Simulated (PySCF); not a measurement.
# C2H6Si: NMR shifts at several levels of theory, part 2 of 2

PySCF 2.14.0. Atoms count from 0. Earlier steps stand in the parts before.

## (9) Shielding tensors: KT3/pcSseg-2

What the job is given:

```
{"job": {"kind": "nmr", "xc": "KT3", "basis": "pcSseg-2", "pop": false}, "charge": 0, "multiplicity": 1}
C     -0.592985     0.716139     0.205077
C     -0.520152    -0.725706    -0.321767
Si     1.129542     0.013270     0.126187
H     -1.065422     0.862103     1.182485
H     -0.879899     1.488357    -0.517204
H     -0.766480    -0.879479    -1.378027
H     -0.938597    -1.506490     0.322810
H      1.795801    -0.414921     1.381518
H      2.043174     0.458999    -0.955138
```

Method: GIAO KT3/pcSseg-2 NMR shielding, non-relativistic, gas phase.

Log:

```text
coarse grid: 7520 points
cycle   1  E = -372.8380650393  dE =  1.038e-01  |g| = 5.168e-01  |ddm| = 2.042e+00
cycle   2  E = -372.5623286251  dE =  2.757e-01  |g| = 1.054e+00  |ddm| = 1.289e+00
cycle   3  E = -372.9151299068  dE = -3.528e-01  |g| = 7.324e-02  |ddm| = 1.080e+00
cycle   4  E = -372.9169848822  dE = -1.855e-03  |g| = 2.435e-02  |ddm| = 1.397e-01
cycle   5  E = -372.9171807159  dE = -1.958e-04  |g| = 9.181e-03  |ddm| = 3.869e-02
cycle   6  E = -372.9172046972  dE = -2.398e-05  |g| = 5.441e-04  |ddm| = 9.034e-03
cycle   7  E = -372.9172047484  dE = -5.117e-08  |g| = 1.841e-04  |ddm| = 9.640e-04
final grid: 66576 points
cycle   8  E = -372.9332622658  dE = -1.794e-04  |g| = 1.115e-02  |ddm| = 8.034e-02
cycle   9  E = -372.9332580373  dE =  4.229e-06  |g| = 8.060e-03  |ddm| = 1.034e-02
cycle  10  E = -372.9332645240  dE = -6.487e-06  |g| = 4.158e-03  |ddm| = 9.873e-03
cycle  11  E = -372.9332700077  dE = -5.484e-06  |g| = 5.359e-04  |ddm| = 3.872e-03
cycle  12  E = -372.9332700873  dE = -7.954e-08  |g| = 1.152e-04  |ddm| = 5.987e-04
cycle  13  E = -372.9332700912  dE = -3.975e-09  |g| = 1.612e-05  |ddm| = 1.270e-04
cycle  14  E = -372.9332700913  dE = -7.134e-11  |g| = 4.170e-06  |ddm| = 2.343e-05
converged SCF energy = -372.9332700913

GIAO shielding tensors (ppm)
atom      isotropic    diamagn.    paramagn.     s11        s22        s33       span
  0 C      190.225     248.674     -58.449    164.265    188.351    218.058     53.793
  1 C      190.219     248.676     -58.457    164.218    188.350    218.090     53.873
  2 Si     503.921     882.265    -378.344    397.090    411.421    703.252    306.161
  3 H       30.791      30.134       0.657     25.702     26.817     39.855     14.153
  4 H       30.808      30.159       0.648     25.724     26.824     39.874     14.150
  5 H       30.790      30.143       0.647     25.700     26.818     39.852     14.152
  6 H       30.810      30.161       0.649     25.734     26.818     39.879     14.145
  7 H       28.965      29.679      -0.714     23.840     26.849     36.206     12.366
  8 H       28.965      29.682      -0.717     23.841     26.849     36.207     12.366
```

Run time: 29 s. Hardware: 1 thread of Arm Neoverse N1, shared host; peak memory 0.8 GiB.

In short: δ C0 -8.9, Si2 -145.7, H7 2.39, H3 0.55 ppm (means over like atoms).

## (10) Nuclear shieldings: B97-D/pcSseg-2

The job, as its differences from that of step 9:

```diff
@@ -1,2 +1,2 @@
-{"job": {"kind": "nmr", "xc": "KT3", "basis": "pcSseg-2", "pop": false}, "charge": 0, "multiplicity": 1}
+{"job": {"kind": "nmr", "xc": "B97-D", "basis": "pcSseg-2", "pop": false}, "charge": 0, "multiplicity": 1}
 C     -0.592985     0.716139     0.205077
```

Level: GIAO B97-D/pcSseg-2 NMR shielding, non-relativistic, gas phase.

Log:

```text
coarse grid: 7520 points
cycle   1  E = -369.1633144873  dE =  9.566e-02  |g| = 5.341e-01  |ddm| = 2.081e+00
cycle   2  E = -368.8704858752  dE =  2.928e-01  |g| = 1.094e+00  |ddm| = 1.302e+00
cycle   3  E = -369.2426165396  dE = -3.721e-01  |g| = 7.322e-02  |ddm| = 1.111e+00
cycle   4  E = -369.2446573490  dE = -2.041e-03  |g| = 2.016e-02  |ddm| = 1.380e-01
cycle   5  E = -369.2448106777  dE = -1.533e-04  |g| = 8.747e-03  |ddm| = 3.666e-02
cycle   6  E = -369.2448317280  dE = -2.105e-05  |g| = 4.527e-04  |ddm| = 8.825e-03
cycle   7  E = -369.2448317600  dE = -3.202e-08  |g| = 1.430e-04  |ddm| = 5.461e-04
final grid: 66576 points
cycle   8  E = -369.2461672222  dE = -8.202e-05  |g| = 6.409e-03  |ddm| = 4.380e-02
cycle   9  E = -369.2461527926  dE =  1.443e-05  |g| = 8.475e-03  |ddm| = 9.538e-03
cycle  10  E = -369.2461703336  dE = -1.754e-05  |g| = 2.759e-03  |ddm| = 8.523e-03
cycle  11  E = -369.2461725373  dE = -2.204e-06  |g| = 1.097e-04  |ddm| = 2.266e-03
cycle  12  E = -369.2461725391  dE = -1.792e-09  |g| = 8.811e-05  |ddm| = 2.360e-04
cycle  13  E = -369.2461725414  dE = -2.348e-09  |g| = 4.862e-06  |ddm| = 1.014e-04
cycle  14  E = -369.2461725414  dE = -5.286e-12  |g| = 1.943e-06  |ddm| = 7.277e-06
converged SCF energy = -369.2461725414

GIAO shielding tensors (ppm)
atom      isotropic    diamagn.    paramagn.     s11        s22        s33       span
  0 C      188.113     248.753     -60.640    161.905    185.731    216.702     54.797
  1 C      188.106     248.754     -60.648    161.855    185.730    216.732     54.877
  2 Si     486.020     881.027    -395.007    378.291    391.086    688.681    310.390
  3 H       30.861      30.218       0.643     25.817     26.940     39.827     14.010
  4 H       30.878      30.237       0.641     25.838     26.947     39.849     14.010
  5 H       30.860      30.225       0.635     25.815     26.940     39.825     14.010
  6 H       30.880      30.240       0.640     25.848     26.940     39.853     14.005
  7 H       28.936      29.629      -0.693     23.838     26.856     36.113     12.276
  8 H       28.936      29.631      -0.695     23.838     26.856     36.114     12.276
```

It took 29 s on 1 thread of Arm Neoverse N1, shared host; peak memory 0.8 GiB.

Key values: δ C0 -9.1, Si2 -149.5, H7 2.46, H3 0.53 ppm (means over like atoms).

## (11) Nuclear shieldings: B3LYP/pcSseg-2

The job, as its differences from that of step 10:

```diff
@@ -1,2 +1,2 @@
-{"job": {"kind": "nmr", "xc": "B97-D", "basis": "pcSseg-2", "pop": false}, "charge": 0, "multiplicity": 1}
+{"job": {"kind": "nmr", "xc": "B3LYP", "basis": "pcSseg-2", "pop": false}, "charge": 0, "multiplicity": 1}
 C     -0.592985     0.716139     0.205077
```

Method: GIAO B3LYP/pcSseg-2 NMR shielding, non-relativistic, gas phase.

Log:

```text
coarse grid: 7520 points
cycle   1  E = -369.2802456776  dE =  1.290e-01  |g| = 4.542e-01  |ddm| = 2.038e+00
cycle   2  E = -369.1812105496  dE =  9.904e-02  |g| = 7.316e-01  |ddm| = 8.293e-01
cycle   3  E = -369.3350683586  dE = -1.539e-01  |g| = 3.946e-02  |ddm| = 6.027e-01
cycle   4  E = -369.3355334050  dE = -4.650e-04  |g| = 7.544e-03  |ddm| = 4.931e-02
cycle   5  E = -369.3355504779  dE = -1.707e-05  |g| = 2.316e-03  |ddm| = 1.195e-02
cycle   6  E = -369.3355519043  dE = -1.426e-06  |g| = 2.244e-04  |ddm| = 2.415e-03
final grid: 66576 points
cycle   7  E = -369.3428367752  dE = -3.636e-05  |g| = 4.314e-03  |ddm| = 2.337e-02
cycle   8  E = -369.3428309150  dE =  5.860e-06  |g| = 6.221e-03  |ddm| = 6.546e-03
cycle   9  E = -369.3428411798  dE = -1.026e-05  |g| = 6.259e-04  |ddm| = 4.401e-03
cycle  10  E = -369.3428412787  dE = -9.892e-08  |g| = 1.564e-04  |ddm| = 7.197e-04
cycle  11  E = -369.3428412847  dE = -6.046e-09  |g| = 3.005e-05  |ddm| = 1.695e-04
cycle  12  E = -369.3428412850  dE = -2.126e-10  |g| = 2.375e-06  |ddm| = 2.971e-05
converged SCF energy = -369.3428412850

GIAO shielding tensors (ppm)
atom      isotropic    diamagn.    paramagn.     s11        s22        s33       span
  0 C      189.924     247.376     -57.452    162.797    187.385    219.590     56.793
  1 C      189.919     247.378     -57.460    162.747    187.385    219.624     56.877
  2 Si     477.644     879.428    -401.784    364.408    379.534    688.991    324.583
  3 H       30.890      30.338       0.552     25.730     26.894     40.046     14.317
  4 H       30.908      30.355       0.552     25.752     26.903     40.068     14.316
  5 H       30.889      30.344       0.545     25.728     26.895     40.044     14.317
  6 H       30.910      30.359       0.551     25.762     26.896     40.073     14.311
  7 H       28.856      29.339      -0.484     23.777     26.678     36.111     12.334
  8 H       28.856      29.341      -0.485     23.778     26.678     36.112     12.334
```

Run time: 22 s. Hardware: 1 thread of Arm Neoverse N1, shared host; peak memory 0.88 GiB.

Key values: δ C0 -10.7, Si2 -153.0, H7 2.53, H3 0.49 ppm (means over like atoms).

## (12) Side by side: NMR shifts

Shifts (ppm), means over like atoms, with basis size and wall time:

```
           run     C0    H7    H3     Si2  functions  time
   HF/pcSseg-2  -13.7  2.65  0.38  -135.9        199  11 s
  LDA/pcSseg-2  -10.6  2.66  0.55  -164.8        199  23 s
  PBE/pcSseg-2   -9.6  2.53  0.55  -155.7        199  29 s
 BLYP/pcSseg-2  -10.0  2.51  0.52  -157.6        199  27 s
 BP86/pcSseg-2   -9.2  2.55  0.54  -154.7        199  28 s
 OPBE/pcSseg-2   -7.8  2.48  0.58  -144.3        199  29 s
  KT2/pcSseg-2   -9.6  2.48  0.55  -152.6        199  29 s
  KT3/pcSseg-2   -8.9  2.39  0.55  -145.7        199  29 s
B97-D/pcSseg-2   -9.1  2.46  0.53  -149.5        199  29 s
B3LYP/pcSseg-2  -10.7  2.53  0.49  -153.0        199  22 s
```

## (13) Results

The summary covers parts 1 to 2.

```
                                                             quantity                 value
13C shifts against TMS (HF/pcSseg-2, means over atoms taken as alike)             -13.7 ppm
 1H shifts against TMS (HF/pcSseg-2, means over atoms taken as alike)        2.65, 0.38 ppm
                                29Si shifts against TMS (HF/pcSseg-2)            -135.9 ppm
                                            range of the shift of Si2  -164.8 to -135.9 ppm
```

In words: Single values in the summary come from the first run of each kind that ended normally (HF/pcSseg-2), which need not be the best level. At HF/pcSseg-2: Shielding is most anisotropic at Si2 (span 308 ppm, paramagnetic term -358 ppm). In ppm, Si2 moves most: its shift spreads over 28.9 ppm, from -164.8 (LDA/pcSseg-2) to -135.9 (HF/pcSseg-2).
